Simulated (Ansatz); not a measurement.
A nudged elastic band was laid between two geometries of CH5BN (8 atoms, charge 0, multiplicity 2).

These are results of UKS PBE0/def2-SVPD (Ansatz 0.2.0), not measurements.

```json
{
 "movable images": "5",
 "climbing image": "yes",
 "spring": "5.0 eV/Å²",
 "optimiser": "quadratic models (default)",
 "start path": "through a guess of the saddle point",
 "force threshold": "0.03 eV/Å",
 "iteration limit": "60",
 "end points": "relaxed"
}
```

Image 0:

```xyz
8
Properties=species:S:1:pos:R:3
C -0.866 0.702 -0.682
B 0.038 0.252 0.477
N 0.847 -0.888 0.349
H -0.918 0.171 -1.639
H -1.513 1.581 -0.625
H 0.081 0.854 1.525
H 0.878 -1.452 -0.489
H 1.453 -1.221 1.084
```

Image 6:

```xyz
8
Properties=species:S:1:pos:R:3
C -0.865 0.702 -0.682
B 0.038 0.252 0.478
N 0.847 -0.888 0.349
H -1.511 1.582 -0.627
H -0.918 0.169 -1.638
H 0.082 0.855 1.526
H 0.876 -1.452 -0.489
H 1.453 -1.220 1.083
```

(1) What changes between the two ends?

(2) Give the energies along the band, and the barrier.

(3) What is the geometry of the highest image?

(4) What are the harmonic wavenumbers there?

Answers

(1) No bond is made or broken. The dihedral H4–C1–B2–N3 goes from 0 to 180°. The two ends are copies of one structure, up to a mirror image or an exchange of like atoms.

(2) It converged. The highest image is number 3 of 0 to 6, 0.242 eV above the ends, which have the same energy within 2 meV. A vibrational analysis at the climbing image gives one clearly imaginary mode, 312i cm⁻¹: a first-order saddle point.

```csv
image,path coordinate (Å),energy (eV),dihedral H4–C1–B2–N3 (°)
0,0.00,0.000,0
1,0.60,0.055,29
2,1.19,0.176,62
3,1.79,0.242,95
4,2.39,0.176,124
5,2.99,0.056,151
6,3.58,0.000,180
```

(3) 
```xyz
8
Properties=species:S:1:pos:R:3
C -0.882 0.669 -0.717
B -0.052 0.138 0.482
N 0.959 -0.811 0.330
H -1.852 0.246 -0.997
H -0.629 1.593 -1.247
H -0.257 0.536 1.613
H 1.207 -1.206 -0.567
H 1.506 -1.165 1.101
```

(4) 312i, 351, 482, 547, 633, 793, 861, 950, 952, 1143, 1352, 1415, 1623, 2536, 3138, 3231, 3620, 3731 cm⁻¹.

Run time: 73 s on 2 threads of Arm Neoverse V1, with other jobs on the host, peak memory 0.19 GiB.
